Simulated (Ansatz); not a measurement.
# C3H4FN: small, medium and large basis sets

How large a basis does C3H4FN need? Two functionals are run in growing sets.

The runs use Ansatz 0.2.0, Gaussian basis; one geometry, several basis sets.

Levels to be run: PBE0-D4/def2-SVP; ωB97M-V/def2-SVP; PBE0-D4/def2-QZVPP; ωB97M-V/def2-QZVPP; the functionals' def2-TZVPP values are taken from earlier runs.

**1. The relaxed structure**

An earlier PBE0-D4 in a triple-zeta def2 set relaxation fixed the geometry.

SMILES `C=C(F)C=N`, 9 atoms, charge 0, spin multiplicity 1.

Atoms are counted from 1 here; the program's logs count them from 0.

Bond lengths: C1–C2 1.323 Å, C1–H6 1.081 Å, C1–H7 1.081 Å, C2–F3 1.342 Å, C2–C4 1.474 Å, C4–N5 1.264 Å, C4–H8 1.093 Å, N5–H9 1.022 Å. Angles: C2–C1–H6 120.4°, C2–C1–H7 121.0°, H6–C1–H7 118.6°, C1–C2–F3 120.0°, C1–C2–C4 128.4°, F3–C2–C4 111.6°, C2–C4–N5 128.1°, C2–C4–H8 113.6°, N5–C4–H8 118.3°, C4–N5–H9 111.6°.

**2. PBE0-D4 in def2-SVP**

File in.yaml:

```yaml
crystal:
  periodic: [false, false, false]
  atoms:
    - {symbol: C, position_ang: [0.541040, 0.873655, -0.868862]}
    - {symbol: C, position_ang: [0.600756, -0.245702, -0.166246]}
    - {symbol: F, position_ang: [1.686013, -1.030800, -0.245046]}
    - {symbol: C, position_ang: [-0.407027, -0.803784, 0.753905]}
    - {symbol: N, position_ang: [-1.538850, -0.327549, 1.051741]}
    - {symbol: H, position_ang: [-0.330147, 1.511113, -0.809066]}
    - {symbol: H, position_ang: [1.357229, 1.171361, -1.512322]}
    - {symbol: H, position_ang: [-0.103238, -1.745793, 1.216972]}
    - {symbol: H, position_ang: [-1.717376, 0.551098, 0.561824]}
basis:
  gaussian: {orbitals: def2-SVP}
hamiltonian: {xc: pbe0, dispersion: d4}
output: {orbitals: {seedname: orbitals}}
```

The run is started by

```console
> ansatz run in.yaml --threads 2 --pin off --events-out ev --progress --plain --max-ram 4352MiB
```

What it wrote:

```text
Functional definition: PBE0
  name "PBE0"
  cite "Adamo & Barone, J. Chem. Phys. 110, 6158 (1999) doi:10.1063/1.478522"
  cite "Perdew, Burke & Ernzerhof, Phys. Rev. Lett. 77, 3865 (1996) doi:10.1103/PhysRevLett.77.3865"
  parent pbe
  parameter a = 0.25
  parameter kappa = 0.804
  parameter beta = 0.06672455060314922
  exchange = (1 - a)*pbe_x(kappa = kappa, mu = beta*pi^2/3) + a*exact_x
  correlation = pbe_c(beta = beta)
1026 factors; their error is unknown
mean field evaluation 1: about -7362.8834 eV, gradient 4.7e1 eV
mean field evaluation 2: about -7360.1793 eV, gradient 5.8e1 eV
mean field evaluation 4: about -7367.8793 eV, gradient 1.9e0 eV
mean field evaluation 8: about -7367.8835 eV, gradient 5.5e-2 eV
mean field evaluation 16: about -7367.8698 eV, gradient 3.3e-5 eV
mean field -7367.86984870 eV, -270.7642228183 hartree, gradient 3.3e-5 eV, S^2 0.000000; 0 other end points of the search recorded, 0 dependent functions left out
reference -7367.86986906 eV, -270.7642235665 hartree; 19, 19 occupied and 71, 71 virtual orbitals, 1026 factors
Total energy: -7367.99632430 eV, -270.7688707106 hartree
```

Run time: 1.4 s. Hardware: 2 threads of Arm Neoverse V1, shared host.

**3. ωB97M-V in def2-SVP**

Edit in.yaml of step 2 so:

```diff
@@ -14,3 +14,3 @@
   gaussian: {orbitals: def2-SVP}
-hamiltonian: {xc: pbe0, dispersion: d4}
+hamiltonian: {xc: {name: wB97M-V}}
 output: {orbitals: {seedname: orbitals}}
```

Launched as before.

What it wrote, shortened:

```text
Functional definition: wB97M-V
  name "wB97M-V"
  cite "Mardirossian & Head-Gordon, J. Chem. Phys. 144, 214110 (2016) doi:10.1063/1.4952647"
  cite "Becke, J. Chem. Phys. 107, 8554 (1997) doi:10.1063/1.475007"
  cite "Vydrov & Van Voorhis, J. Chem. Phys. 133, 244103 (2010) doi:10.1063/1.3521275"
  # Of w^i u^j: cxij and so on, Table III.
[...]
  gx(w, u) = 1 - cx + cx01*u + cx10*w
  gss(w, u) = css00 + css04*u^4 + css10*w + css20*w^2 + css43*w^4*u^3
  gos(w, u) = cos00 + cos10*w + (cos20 + cos21*u)*w^2 + (cos60 + cos61*u)*w^6
[...]
      + integral(e_c_pw_mod_opposite_spin*gos(b97_w_opposite, b97_u_opposite)) + vv10(b, c)
1026 factors; their error is unknown
222 factors; integrals over basis functions are off by at most 8.9e-6 eV
[...]
mean field -7373.25290477 eV, -270.9620464798 hartree, gradient 9.6e-6 eV, S^2 0.000000; 0 other end points of the search recorded, 0 dependent functions left out
reference -7373.25293605 eV, -270.9620476296 hartree; 19, 19 occupied and 71, 71 virtual orbitals, 1026 factors
Total energy: -7373.25293605 eV, -270.9620476296 hartree
```

Run time: 5.5 s. Hardware: 2 threads of Arm Neoverse V1, shared host.

**4. PBE0-D4 in def2-QZVPP**

Edit in.yaml of step 3 so:

```diff
@@ -13,4 +13,4 @@
 basis:
-  gaussian: {orbitals: def2-SVP}
-hamiltonian: {xc: {name: wB97M-V}}
+  gaussian: {orbitals: "def2-QZVPP.json"}
+hamiltonian: {xc: pbe0, dispersion: d4}
 output: {orbitals: {seedname: orbitals}}
```

The command is unchanged.

What it wrote:

```text
Functional definition: PBE0
  name "PBE0"
  cite "Adamo & Barone, J. Chem. Phys. 110, 6158 (1999) doi:10.1063/1.478522"
  cite "Perdew, Burke & Ernzerhof, Phys. Rev. Lett. 77, 3865 (1996) doi:10.1103/PhysRevLett.77.3865"
  parent pbe
  parameter a = 0.25
  parameter kappa = 0.804
  parameter beta = 0.06672455060314922
  exchange = (1 - a)*pbe_x(kappa = kappa, mu = beta*pi^2/3) + a*exact_x
  correlation = pbe_c(beta = beta)
1123 factors; their error is unknown
mean field evaluation 1: about -7369.6330 eV, gradient 5.9e1 eV
mean field evaluation 2: about -7366.7207 eV, gradient 6.7e1 eV
mean field evaluation 4: about -7376.7981 eV, gradient 3.3e0 eV
mean field evaluation 8: about -7376.8245 eV, gradient 3.9e-1 eV
mean field evaluation 16: about -7376.8247 eV, gradient 1.0e-4 eV
mean field -7376.82470390 eV, -271.0933076768 hartree, gradient 2.7e-5 eV, S^2 0.000000; 0 other end points of the search recorded, 0 dependent functions left out
reference -7376.82473547 eV, -271.0933088370 hartree; 19, 19 occupied and 386, 386 virtual orbitals, 1123 factors
Total energy: -7376.95119070 eV, -271.0979559811 hartree
```

Wall time 12 s (2 threads of Arm Neoverse V1, shared host); peak memory 1 GiB.

**5. ωB97M-V in def2-QZVPP**

Edit in.yaml of step 4 so:

```diff
@@ -14,3 +14,3 @@
   gaussian: {orbitals: "def2-QZVPP.json"}
-hamiltonian: {xc: pbe0, dispersion: d4}
+hamiltonian: {xc: {name: wB97M-V}}
 output: {orbitals: {seedname: orbitals}}
```

The command is unchanged.

What it wrote, shortened:

```text
Functional definition: wB97M-V
  name "wB97M-V"
  cite "Mardirossian & Head-Gordon, J. Chem. Phys. 144, 214110 (2016) doi:10.1063/1.4952647"
  cite "Becke, J. Chem. Phys. 107, 8554 (1997) doi:10.1063/1.475007"
  cite "Vydrov & Van Voorhis, J. Chem. Phys. 133, 244103 (2010) doi:10.1063/1.3521275"
  # Of w^i u^j: cxij and so on, Table III.
[...]
  gx(w, u) = 1 - cx + cx01*u + cx10*w
  gss(w, u) = css00 + css04*u^4 + css10*w + css20*w^2 + css43*w^4*u^3
  gos(w, u) = cos00 + cos10*w + (cos20 + cos21*u)*w^2 + (cos60 + cos61*u)*w^6
[...]
      + integral(e_c_pw_mod_opposite_spin*gos(b97_w_opposite, b97_u_opposite)) + vv10(b, c)
1123 factors; their error is unknown
287 factors; integrals over basis functions are off by at most 1.1e-5 eV
[...]
mean field -7382.48967457 eV, -271.3014915094 hartree, gradient 2.9e-5 eV, S^2 0.000000; 0 other end points of the search recorded, 0 dependent functions left out
reference -7382.48972541 eV, -271.3014933775 hartree; 19, 19 occupied and 386, 386 virtual orbitals, 1123 factors
Total energy: -7382.48972541 eV, -271.3014933775 hartree
```

Wall time 22 s (2 threads of Arm Neoverse V1, shared host); peak memory 1.2 GiB.

**6. Density functionals: the series**

The def2-TZVPP values come from earlier runs at the same geometry.

```tsv
functional	basis	functions	energy (eV)	from the largest (eV)	HOMO (eV)	LUMO (eV)
PBE0-D4	def2-SVP	90	-7367.9963	8.955	-7.78	-1.64
PBE0-D4	def2-TZVPP	211	-7376.5584	0.393	-7.86	-1.83
PBE0-D4	def2-QZVPP	405	-7376.9512	0.000	-7.89	-1.89
ωB97M-V	def2-SVP	90	-7373.2529	9.237	-9.97	0.64
ωB97M-V	def2-TZVPP	211	-7382.1170	0.373	-10.07	0.36
ωB97M-V	def2-QZVPP	405	-7382.4897	0.000	-10.09	0.26
```

**7. Outcome**

| quantity | value |
| --- | --- |
| PBE0-D4: double and triple zeta above quadruple | 8.95, 0.39 eV |
| ωB97M-V: double and triple zeta above quadruple | 9.24, 0.37 eV |

In words: For PBE0-D4 the step from double to triple zeta gains 8.56 eV and the next only 0.39 eV. These are total energies; as a rule much of such shifts cancels in differences, which this series doesn't test.

For PBE0-D4 the largest set took about 8 times as long as the smallest (12 s against 1.4 s).
